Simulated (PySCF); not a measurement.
# MgF⁻ at RHF-MP2

Level: RHF-MP2. PySCF, no relativity, basis sets Mg aug-cc-pVDZ, F aug-cc-pVDZ.

```json
{"state": "¹Σ⁺ (singlet), closed shell", "bond length": "1.855 Å", "harmonic wavenumber": "554 cm⁻¹", "force constant": "1.92 mdyn/Å", "rotational constant Be": "0.4619 cm⁻¹", "anharmonicity ωexe": "4.71 cm⁻¹", "vibration–rotation constant αe": "0.00568 cm⁻¹", "well depth De to Mg + F⁻": "56.8 kcal/mol", "dissociation energy D0": "56.0 kcal/mol"}
```

Correlated steps freeze 2 core orbitals. Correlated levels converge slowly with the basis: in double zeta they bind strong bonds too weakly, by up to about 1 eV, and carry superposition errors of some tenths. For an ion De counts to the pair picked by the measured ionisation energies or electron affinities, which need not be the lowest pair at this level.
